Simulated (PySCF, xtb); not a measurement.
silicon monoxide (OSi), SMILES O=[Si] (connectivity only; charge and spin as stated), neutral, multiplicity 1.

xtb with GFN2-xTB at its own geometry gives an orbital gap of 4.07 eV and a dipole moment of 3.05 D.

Coordinates come from a B3LYP-D3(BJ)/def2-TZVPD optimisation.

Q: What does PBE/def2-TZVPD (PySCF) give? (The exact figures need the calculation; the answer reports its results.)

A: gap 4.60 eV (levels -7.47 and -2.87 eV), dipole 2.90 D.
